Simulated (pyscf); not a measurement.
Optimised with ωB97X-D3(BJ)/def2-SVP in PySCF.

Problem. For the elementary gas-phase step [O=Al]• + H₃C–OH → H₃C–O–AlH–O• (doublet surface; H–O broken, Al–O, Al–H formed), what barrier and reaction energy does ωB97M-D3(BJ)/def2-TZVP give, measured from the separated reactants?

Solution. ΔE‡ = 0.55 eV, ΔE = -1.71 eV. Zero-point energy shifts the barrier by -0.13 eV. It is an insertion, with an imaginary mode of 1208i cm⁻¹. On the reactant side the descent ends in an adduct with a Al–O contact, 0.95 eV under the separated species and 1.38 eV under the saddle at ωB97X-D3(BJ)/def2-TZVP. What is counted as formed (Al–O) is already present as a longer contact in the reactant adduct; forming that adduct is a step of its own. At ωB97X-D3(BJ)/def2-TZVP the barrier from the zero used here is 0.43 eV. H₃C–O–AlH–O• lies 1.46 eV over its isomer [H₃C–O–Al–OH]• (electronic energy, ωB97M-D3(BJ)/def2-TZVP). One saddle was located; it need not be the lowest between these sides. The term symbol of open-shell O=Al was not checked; spin-orbit terms are left out.
